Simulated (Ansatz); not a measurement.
Geometry optimisation, RKS B3LYP-D4/def2-SVP in Ansatz.

Input:

```yaml
crystal:
  periodic: [false, false, false]
  atoms:
    - { symbol: Si, position_ang: [0.0, 0.0, 0.0] }
    - { symbol: Cl, position_ang: [0.0, 0.0, 2.48] }
    - { symbol: H, position_ang: [1.3768, 0.0, -0.4862] }
    - { symbol: H, position_ang: [-0.6877, 1.1914, -0.4862] }
    - { symbol: H, position_ang: [-0.6877, -1.1914, -0.4862] }
    - { symbol: O, position_ang: [-1.879, 0.0, 0.6243] }
    - { symbol: H, position_ang: [-2.4241, -0.6297, 0.053] }
    - { symbol: H, position_ang: [-1.3553, 0.0, 1.769] }
basis:
  gaussian: { orbitals: def2-SVP }
hamiltonian:
  xc: b3lyp
  dispersion: d4
relax:
  f_tol: 0.15
  max_steps: 25
  restrain:
    - { distance: [0, 5], at: 2.88, k: 30.0 }
    - { distance: [7, 1], at: 2.57, k: 30.0 }
    - { distance: [0, 1], at: 2.13, k: 30.0 }
    - { distance: [7, 5], at: 1.01, k: 30.0 }
output:
  orbitals: {}
```

Command:

```bash
$ ansatz run input.yaml --threads 1 --pin off --max-ram 2048MiB --backend cpu --events-out ev --progress --plain --runs-dir out
```

Where does it end, and by what steps?

The forces met the threshold. The restraints hold the end off the free minimum. After 7 steps the energy has fallen by 2.858 eV (the restraints' own energy left out); H8 moved furthest, 0.80 Å. Parted: Si1–O6 (1.98 → 2.88 Å).

| step | energy less start (eV) | largest force component (eV/Å) | accepted |
| --- | --- | --- | --- |
| 0 | 0.0000 | 2.314 | yes |
| 1 | -0.7283 | 3.283 | yes |
| 2 | -1.2665 | 4.672 | yes |
| 3 | -1.9183 | 3.851 | yes |
| 4 | -2.7131 | 0.932 | yes |
| 5 | -2.7937 | 1.080 | yes |
| 6 | -2.8336 | 0.945 | yes |
| 7 | -2.8575 | 0.810 | yes |

```xyz
8
Properties=species:S:1:pos:R:3
Si 0.290 0.065 -0.048
Cl 0.391 0.017 2.069
H 1.731 -0.051 -0.433
H -0.264 1.363 -0.496
H -0.447 -1.134 -0.539
O -2.477 0.045 0.763
H -2.735 -0.838 0.471
H -2.146 -0.097 1.682
```

The run took 23 s on 1 thread of Arm Neoverse V1, with other jobs on the host, peak memory 0.16 GiB.
